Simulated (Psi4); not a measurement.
**One shape, several levels: doublet B2H4F**

Aim: a comparison of 3 runs (UB3LYP/6-31G*, UHSE06/aug-cc-pVDZ) of doublet B2H4F. 

The calculation is run with Psi4 1.11.

6 further runs of the same task are left out: 5 that didn't finish, 1 set aside as unsound or not needed.

### Step 1. The structure to begin with

B2H4F has 7 atoms, charge 0, and is taken as a doublet. As SMILES of the parent species, `B[BH2-]F`. The shape is that of a GFN2-xTB optimisation. That shape belongs to the parent species and isn't relaxed for this state.

Bond lengths: B1–B2 1.681 Å, B2–F3 1.482 Å, B1–H4 1.197 Å, B1–H5 1.194 Å, B2–H6 1.236 Å, B2–H7 1.237 Å. Angles: B1–B2–F3 115.0°, B1–B2–H6 111.7°, B1–B2–H7 111.7°, F3–B2–H6 105.7°, F3–B2–H7 105.6°, B2–B1–H4 120.9°, B2–B1–H5 127.4°, H6–B2–H7 106.6°, H4–B1–H5 111.7°.

### Step 2. Energy and forces at UB3LYP/6-31G(d) (spherical functions) (run 1)

b2fh4.json

```json
{
 "schema_name": "qcschema_input",
 "schema_version": 1,
 "molecule": {
  "schema_name": "qcschema_molecule",
  "schema_version": 2,
  "symbols": ["B", "B", "F", "H", "H", "H", "H"],
  "geometry": [-1.05350342, -1.03383137, -1.14630787, 0.69704438, 0.74120728, 0.82157733, 3.46520969, 0.41022175, 0.56502811, -3.31250092, -0.92262099, -1.11289751, -0.31273078, -2.50222416, -2.69159361, 0.21163043, 0.28419591, 3.0601469, 0.30483172, 3.02307047, 0.50406555],
  "molecular_charge": 0,
  "molecular_multiplicity": 2,
  "fix_symmetry": "c1"
 },
 "driver": "gradient",
 "model": {
  "method": "b3lyp",
  "basis": "6-31G*"
 },
 "keywords": {
  "reference": "uks",
  "puream": true,
  "e_convergence": 1e-09,
  "d_convergence": 1e-08,
  "scf_type": "pk",
  "dft_radial_points": 99,
  "dft_spherical_points": 590,
  "maxiter": 200,
  "scf_properties": ["WIBERG_LOWDIN_INDICES", "MULLIKEN_CHARGES", "LOWDIN_CHARGES"]
 }
}
```

Started as:

```sh
$ psi4 --qcschema b2fh4.json -n 1 --memory 1600MB
```

stdout:

```text
[...]
  Running in c1 symmetry.
[...]
  Nuclear repulsion =   54.246339671864021
[...]
  Multiplicity = 2
[...]
  Nalpha       = 12
  Nbeta        = 11
[...]
    Number of basis functions: 50
[...]
   @UKS iter   1:  -151.79771177486700   -6.63109e-01   5.97169e-03 DIIS/ADIIS
[...]
   @UKS iter  14:  -151.85253872780112   -1.17666e-11   7.20401e-09 DIIS
[...]
   @S^2 Observed:                7.528789284E-01
[...]
  @UKS Final Energy:  -151.85253872780112
   => Energetics <=
    Nuclear Repulsion Energy =             54.2463396718640212
    One-Electron Energy =                -315.3419256557559152
    Two-Electron Energy =                 125.4298391090009375
    DFT Exchange-Correlation Energy =     -16.1867918529101473
    Empirical Dispersion Energy =           0.0000000000000000
    VV10 Nonlocal Energy =                  0.0000000000000000
    Total Energy =                       -151.8525387278011181
[...]
  -Total Gradient:
     Atom            X                  Y                   Z
    ------   -----------------  -----------------  -----------------
       1        0.034683419420     0.019675308208     0.022519502565
       2       -0.089822785489    -0.035421970791    -0.041038598880
       3        0.049128143089     0.001100638436     0.002858823930
       4       -0.001935252538    -0.010111262964    -0.010949151670
       5       -0.016260328723    -0.003593038462    -0.004478576700
       6        0.012289024739     0.019593951366     0.010410128602
       7        0.011957164920     0.008760125574     0.020682826152
[...]
```

The result, in JSON:

```text
{
 "driver": "gradient",
 "model": {
  "method": "b3lyp",
  "basis": "6-31G*"
 },
 "success": true,
 "return_result": [0.03468341942001295, 0.019675308208311232, 0.022519502565390766, -0.08982278548943808, -0.03542197079093255, -0.041038598879574964, 0.049128143089352067, 0.0011006384359140576, 0.002858823930025867, -0.001935252537874188, -0.010111262964473372, -0.010949151670407654, -0.016260328723425657, -0.0035930384624707074, -0.004478576699878611, 0.012289024738929247, 0.019593951366093057, 0.010410128601897745, 0.011957164920320926, 0.00876012557432107, 0.020682826151975316],
 "properties": {
  "calcinfo_nbasis": 50,
  "calcinfo_nmo": 50,
  "calcinfo_nalpha": 12,
  "calcinfo_nbeta": 11,
  "calcinfo_natom": 7,
  "nuclear_repulsion_energy": 54.24633967186402,
  "return_energy": -151.85253872780112,
  "return_gradient": [0.03468341942001295, 0.019675308208311232, 0.022519502565390766, -0.08982278548943808, -0.03542197079093255, -0.041038598879574964, 0.049128143089352067, 0.0011006384359140576, 0.002858823930025867, -0.001935252537874188, -0.010111262964473372, -0.010949151670407654, -0.016260328723425657, -0.0035930384624707074, -0.004478576699878611, 0.012289024738929247, 0.019593951366093057, 0.010410128601897745, 0.011957164920320926, 0.00876012557432107, 0.020682826151975316],
  "scf_one_electron_energy": -315.3419256557559,
  "scf_two_electron_energy": 125.42983910900094,
  "scf_xc_energy": -16.186791852910147,
  "scf_dipole_moment": [-0.6537567874923669, -0.21822582746116972, -0.25815140703200046],
  "scf_total_energy": -151.85253872780112,
  "scf_total_gradient": [0.03468341942001295, 0.019675308208311232, 0.022519502565390766, -0.08982278548943808, -0.03542197079093255, -0.041038598879574964, 0.049128143089352067, 0.0011006384359140576, 0.002858823930025867, -0.001935252537874188, -0.010111262964473372, -0.010949151670407654, -0.016260328723425657, -0.0035930384624707074, -0.004478576699878611, 0.012289024738929247, 0.019593951366093057, 0.010410128601897745, 0.011957164920320926, 0.00876012557432107, 0.020682826151975316],
  "scf_iterations": 14
 }
}
```

Run time: 30 s. Hardware: 1 thread of Intel Xeon Platinum 8259CL at 2.50GHz (Skylake/Cascade Lake), shared host; peak memory 0.76 GiB.

### Step 3. The energy at UB3LYP/6-31G(d) (Cartesian functions) (run 2)

b2fh4.xyz

```xyz
7
B2FH4
B     -0.557490    -0.547080    -0.606600
B      0.368860     0.392230     0.434760
F      1.833710     0.217080     0.299000
H     -1.752900    -0.488230    -0.588920
H     -0.165490    -1.324120    -1.424330
H      0.111990     0.150390     1.619360
H      0.161310     1.599740     0.266740
```

run_ase.py

```python
import numpy as np
from ase.calculators.psi4 import Psi4
from ase.io import read

mol = read('b2fh4.xyz')
calc = Psi4(atoms=mol, method='b3lyp', basis='6-31G*', memory='1600MB', num_threads=1, charge=0, multiplicity=2, label='b2fh4', reference='uks')
calc.psi4.set_options({'puream': False, 'e_convergence': 1e-09, 'd_convergence': 1e-08, 'scf_type': 'pk', 'dft_radial_points': 99, 'dft_spherical_points': 590, 'maxiter': 200})
mol.calc = calc

print(f'energy: {mol.get_potential_energy():.6f} eV')
```

Started as:

```sh
$ python run_ase.py
```

b2fh4.dat:

```text
[...]
  Running in c1 symmetry.
[...]
  Nuclear repulsion =   54.246339642168934
[...]
  Multiplicity = 2
[...]
  Nalpha       = 12
  Nbeta        = 11
[...]
    Number of basis functions: 53
[...]
   @UKS iter   1:  -151.80017985424030   -6.66369e-01   5.66176e-03 ADIIS/DIIS
[...]
   @UKS iter  14:  -151.85465527984860   -1.27329e-11   7.49242e-09 DIIS
[...]
   @S^2 Observed:                7.528797415E-01
[...]
  @UKS Final Energy:  -151.85465527984860
   => Energetics <=
    Nuclear Repulsion Energy =             54.2463396421689339
    One-Electron Energy =                -315.3120817099828628
    Two-Electron Energy =                 125.3795563394069745
    DFT Exchange-Correlation Energy =     -16.1684695514416745
    Empirical Dispersion Energy =           0.0000000000000000
    VV10 Nonlocal Energy =                  0.0000000000000000
    Total Energy =                       -151.8546552798486005
[...]
 Multipole Moments:
 ------------------------------------------------------------------------------------
     Multipole            Electronic (a.u.)      Nuclear  (a.u.)        Total (a.u.)
 ------------------------------------------------------------------------------------
 L = 1.  Multiply by 2.5417464519 to convert [e a0] to [Debye]
 Dipole X            :          3.0566036           -3.7130195           -0.6564159
 Dipole Y            :         -0.0557102           -0.1624810           -0.2181912
 Dipole Z            :          0.0522380           -0.3104543           -0.2582163
 Magnitude           :                                                    0.7383528
[...]
```

On the terminal:

```text
energy: -4132.175644 eV
```

It took 23 s on 1 thread of Intel Xeon Platinum 8259CL at 2.50GHz (Skylake/Cascade Lake), shared host; peak memory 0.81 GiB.

### Step 4. Energy and forces at UHSE06/aug-cc-pVDZ (run 3)

b2fh4_ase.py

```python
import numpy as np
from ase.calculators.psi4 import Psi4
from ase import Atoms

a = Atoms(['B', 'B', 'F', 'H', 'H', 'H', 'H'], positions=[
    [-0.557490, -0.547080, -0.606600],
    [0.368860, 0.392230, 0.434760],
    [1.833710, 0.217080, 0.299000],
    [-1.752900, -0.488230, -0.588920],
    [-0.165490, -1.324120, -1.424330],
    [0.111990, 0.150390, 1.619360],
    [0.161310, 1.599740, 0.266740],
])
calc = Psi4(atoms=a, method='hse06', basis='aug-cc-pVDZ', memory='1600MB', num_threads=1, charge=0, multiplicity=2, label='calc', reference='uks')
calc.psi4.set_options({'puream': True, 'e_convergence': 1e-09, 'd_convergence': 1e-08, 'scf_type': 'pk', 'dft_radial_points': 99, 'dft_spherical_points': 590, 'maxiter': 200})
a.calc = calc

forces = a.get_forces()
print(f'energy: {a.get_potential_energy():.6f} eV')
print('forces / eV A^-1')
print(np.round(forces, 5))
```

Started as:

```sh
$ python b2fh4_ase.py
```

calc.dat:

```text
[...]
  Running in c1 symmetry.
[...]
  Nuclear repulsion =   54.246339642168934
[...]
  Multiplicity = 2
[...]
  Nalpha       = 12
  Nbeta        = 11
[...]
    Number of basis functions: 105
[...]
   @UKS iter   1:  -151.51589389283959   -6.01981e-01   4.27355e-03 DIIS/ADIIS
[...]
   @UKS iter  16:  -151.70007950249564   -6.22435e-12   5.17088e-09 DIIS
[...]
   @S^2 Observed:                7.537704979E-01
[...]
  @UKS Final Energy:  -151.70007950249564
   => Energetics <=
    Nuclear Repulsion Energy =             54.2463396421689339
    One-Electron Energy =                -315.0808902708841970
    Two-Electron Energy =                 124.5046771263126288
    DFT Exchange-Correlation Energy =     -15.3702060000930185
    Empirical Dispersion Energy =           0.0000000000000000
    VV10 Nonlocal Energy =                  0.0000000000000000
    Total Energy =                       -151.7000795024956403
[...]
  -Total Gradient:
     Atom            X                  Y                   Z
    ------   -----------------  -----------------  -----------------
       1        0.034981869217     0.017973559824     0.020711751228
       2       -0.083723560248    -0.033197133677    -0.038448565665
       3        0.041781327730     0.000884408241     0.002368637810
       4        0.002135449785    -0.010854052368    -0.011590836532
       5       -0.019043624654    -0.001308488958    -0.002133618408
       6        0.012194442814     0.020838424445     0.007379676305
       7        0.011716276047     0.005668313446     0.021719135093
[...]
```

On the terminal:

```text
energy: -4127.969423 eV
forces / eV A^-1
[[-1.79884 -0.92424 -1.06504]
 [ 4.30524  1.70707  1.9771 ]
 [-2.14848 -0.04548 -0.1218 ]
 [-0.10981  0.55814  0.59602]
 [ 0.97926  0.06729  0.10972]
 [-0.62706 -1.07155 -0.37948]
 [-0.60248 -0.29148 -1.11684]]
```

It took 2.5 min on 1 thread of Intel Xeon Platinum 8259CL at 2.50GHz (Skylake/Cascade Lake), shared host; peak memory 0.81 GiB.

### Step 5. The series

| run | level | task | Cartesian functions | energy (Eh) | dipole moment (D) | HOMO energy (eV) | LUMO energy (eV) | wall time |
| --- | --- | --- | --- | --- | --- | --- | --- | --- |
| 1 | UB3LYP/6-31G* (spherical functions) | gradient | no | -151.852539 | 1.87 | -8.34 | -5.85 | 30 s |
| 2 | UB3LYP/6-31G* (Cartesian functions) | energy | yes | -151.854655 | 1.88 | -8.34 | -5.85 | 23 s |
| 3 | UHSE06/aug-cc-pVDZ | gradient | no | -151.700080 | 2.23 | -8.47 | -6.28 | 2.5 min |

### Step 6. What came out

| quantity | value |
| --- | --- |
| run 3: total energy | -151.70008 Eh |
| run 3: dipole moment | 2.23 D |
| run 3: HOMO energy (highest over α and β) | -8.47 eV |
| run 3: LUMO energy (lowest over α and β) | -6.28 eV |
| run 3: ⟨S²⟩ | 0.754 |
| run 3: largest force on an atom | 5.036 eV/Å |

The dipole moment (its size) runs from 1.87 D (UB3LYP/6-31G*) to 2.23 D (UHSE06/aug-cc-pVDZ). The two ends differ in method and basis. Totals of different functionals can't be ranked against each other. All runs together took 3.4 min, the longest 2.5 min.
